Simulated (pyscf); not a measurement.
# Substitution at N: GeH₃• + ammonia (NH₃) -> H₂N–GeH₃ + H atom (H•)

Gas phase, doublet surface, charge 0. Bonds broken: N5–H6. Bonds formed: Ge1–N5. Structures and frequencies: ωB97X-D3(BJ)/def2-SVP in PySCF. Correlated levels are frozen-core, on RHF or UHF. ΔMP2 is the change of the MP2 total energy from the triple- to the quadruple-zeta basis.

Transition state (Å):

```xyz
8

Ge     0.5372    -0.4827     0.0777
H      0.9743     0.9465    -0.2663
H      1.7262    -1.3000     0.5975
H     -0.0279    -1.1611    -1.1951
N     -0.5724    -0.2265     1.7086
H     -0.4014     0.3185     2.9763
H     -1.4113     0.2993     1.4374
H     -0.9285    -1.1462     1.9935
```

One imaginary mode, 1604i cm⁻¹; descent along it reached the two sides named.

```
bond    change  reactant side (Å)  saddle  product side
------  ------  -----------------  ------  ------------
N5–H6   breaks              1.020   1.390           3.0
Ge1–N5   forms                2.8   1.989         1.839
```

Electronic energies relative to the separated reactants (eV):

```
level                             barrier  reaction energy  reverse barrier
--------------------------------  -------  ---------------  ---------------
ωB97X-D3(BJ)/def2-TZVP               1.43            +0.95             0.48
PBE/def2-TZVP                        1.08            +1.11            -0.03
r²SCAN/def2-TZVP                     1.21            +1.14             0.07
B3LYP-D3(BJ)/def2-TZVP               1.27            +1.17             0.10
PBE0-D3(BJ)/def2-TZVP                1.26            +1.06             0.20
M06-2X/def2-TZVP                     1.48            +1.07             0.42
ωB97M-D3(BJ)/def2-TZVP               1.50            +1.12             0.38
HF/def2-TZVP                         2.11            +0.96             1.15
MP2/def2-QZVPP                       1.44            +0.90             0.54
CCSD/def2-TZVPP                      1.59            +1.12             0.48
CCSD(T)/def2-TZVPP                   1.47            +1.07             0.40
CCSD(T)/def2-TZVPP + ΔMP2(QZVPP)     1.44            +1.07             0.37
```

With CCSD(T)/def2-TZVPP + ΔMP2(QZVPP) energies and thermal terms (ideal gas, 1 atm, RRHO with modes under 100 cm⁻¹ raised to 100, one conformer, R ln 2 for rigid chiral ones), in eV:

```tsv
T (K)	ΔH‡	ΔG‡	ΔH	ΔG
298	1.30	1.70	+0.91	+1.01
600	1.32	2.11	+0.96	+1.09
900	1.37	2.49	+1.03	+1.14
1200	1.41	2.86	+1.09	+1.17
```

At PBE this geometry lies under the product side: in single points on another level's saddle the reverse barrier vanishes, and the forward threshold there is about the reaction energy. The same reactants have a lower exit, to GeH₄ + NH₂• (barrier +1.21 eV at ωB97M-D3(BJ), against +1.50 eV here). This is the saddle that the search found; another between the same sides may lie lower. The angle at the attacked N is 137°. The CCSD(T) − MP2 part came from Ansatz, without density fitting, on the same reference. The frozen core leaves the outer d or s,p core shells of the metals and heavy elements correlated in the MP2 and CC values, and def2-TZVPP describes them poorly, which can shift differences by a few kcal/mol. Elements up to Kr have no core potential and no relativistic terms here.
